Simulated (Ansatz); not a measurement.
# C3 (triplet): energies up the ladder

Wanted for C3 (triplet): energies up the ladder. Spin multiplicity 3.

Method: the levels named in each step, in Ansatz 0.2.0.

## Step 1: Starting point

Bond lengths: C1–C2 1.311 Å, C2–C3 1.311 Å. Angles: C1–C2–C3 180.0°.

Structure file:

```xyz
3

C     0.0000    0.0000   -1.3110
C     0.0000    0.0000    0.0000
C     0.0000    0.0000    1.3110
```

## Step 2: A rough first relaxation, PBE-D4/def2-SVPD

Input file input.yaml:

```yaml
crystal:
  periodic: [false, false, false]
  atoms:
    - { symbol: C, position_ang: [0.0, 0.0, -1.31096] }
    - { symbol: C, position_ang: [0.0, 0.0, 0.0] }
    - { symbol: C, position_ang: [0.0, 0.0, 1.31096] }
magnetization:
  spin_polarized: true
  initial_magnetization: 2
basis:
  gaussian: { orbitals: def2-SVPD }
hamiltonian:
  xc: pbe
  dispersion: d4
relax:
  f_tol: 0.03
  max_steps: 200
```

Run with:

```console
ansatz run input.yaml --threads 2 --pin off --max-ram 5120MiB --backend cpu --events-out ev --progress --plain --runs-dir out
```

After this run come: Relaxation, PBE0-D4/def2-TZVPPD; Frequencies, PBE0-D4/def2-TZVPPD; Single point, PBE-D4/def2-TZVPPD; Single point, r2SCAN-D4/def2-TZVPPD; Single point, B3LYP-D4/def2-TZVPPD; Single point, wB97M-V/def2-TZVPPD; Single point, B2PLYP/def2-TZVPPD; Single point, LDA/def2-TZVPPD; Single point, PBE0-D4/def2-SVPD; Single point, PBE-D4/def2-SVPD; Single point, CCSD(T)/def2-TZVPPD; Single point, CCSD(T)/def2-QZVPPD.

What does the calculation give? Wanted: C1–C2 at PBE0-D4/def2-TZVPPD; C2–C3 at PBE0-D4/def2-TZVPPD; frequencies at PBE0-D4/def2-TZVPPD; energy at CCSD(T)/CBS.

The runs gave:

| quantity | value |
| --- | --- |
| C1–C2 at PBE0-D4/def2-TZVPPD | 1.259 Å |
| C2–C3 at PBE0-D4/def2-TZVPPD | 1.324 Å |
| frequencies at PBE0-D4/def2-TZVPPD | 178 to 1791 cm⁻¹ |
| energy at CCSD(T)/CBS | -3096.356 eV |

No mode is imaginary, so the geometry is a minimum. These totals serve in differences with atoms or fragments at the same level; alone they don't rank the methods. A T1 diagnostic of 0.081 (charge +0) lies over the usual mark for one of the runs, a hint of some multireference character there. <S²> exceeds the pure value by up to 0.65: some mean fields break spin symmetry, which blurs their results.
